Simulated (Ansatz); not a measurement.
Ge₂Cl, doublet in cc-pVDZ: errors against UCCSDT(Q)

Geometry: a PBE0/def2-TZVP stationary point for this spin, not checked as a minimum.

```yaml
atoms:
  - { symbol: Cl, position_ang: [0.0000, -1.6598, 0.0000] }
  - { symbol: Ge, position_ang: [0.0000, 0.4051, 1.2170] }
  - { symbol: Ge, position_ang: [0.0000, 0.4051, -1.2170] }
```

Basis cc-pVDZ; Ansatz 0.2.0. Correlated methods freeze the noble-gas cores and the filled d shells of p-block atoms, which leaves 15 electrons in 39 orbitals. R marks a restricted (for open shells ROHF) determinant, U an unrestricted one. Active spaces: valence = (13e, 11o, short of the full valence) chosen from the atoms' valence shells. No spin–orbit coupling is included, and no scalar relativity.

Full CI isn't at hand for all of this; UCCSDT(Q) serves as the reference, and is uncertain by the last step of the cluster series or more. The frozen core follows each run's orbitals, which can shift R against U totals by a few meV for light atoms and by up to 0.1 eV past Ca.

```
UHF ⟨S²⟩                          : 0.757
T1 diagnostic (RCCSD)             : 0.0203
largest doubles amplitude (RCCSD) : 0.055
T1 diagnostic (UCCSD)             : 0.0192
```

Question: From what is known of these methods and the diagnostics, rank them by the size of their error in total energy against UCCSDT(Q) in cc-pVDZ, smallest first (an estimate: the text doesn't fix the numbers).
A. UCCSD
B. UHF
C. UMP2
D. UCCSDT
E. UCCSD(T)

Answer: D (30 meV), E (68 meV), A (388 meV), C (1310 meV), B (8691 meV).

All errors are against UCCSDT(Q) in cc-pVDZ. Within each family the higher level lies nearer, as is usual though not guaranteed.

Natural occupations of CASSCF (valence space) about the gap: 1.985 1.985 1.965 1.963 1.950 0.989 0.055 0.051 0.036 0.029; effectively unpaired electrons, Σ n²(2−n)², 1.05.

Atomization energy (electronic, same basis, no zero-point term; atoms at the same level, unrestricted beside the R rows where the molecule is a closed shell, but restricted open-shell past Ca, as are all atoms' steps beyond CCSDT(Q)) at UCCSDT(Q): 533.4 kJ/mol. Errors of other levels:

```csv
level,error (kJ/mol)
UHF,-185.1
UMP2,12.2
UCCSD,-27.8
UCCSD(T),-4.1
UCCSDT,-2.4
```

This basis is far from its limit, so the value isn't to be set against a measured one.
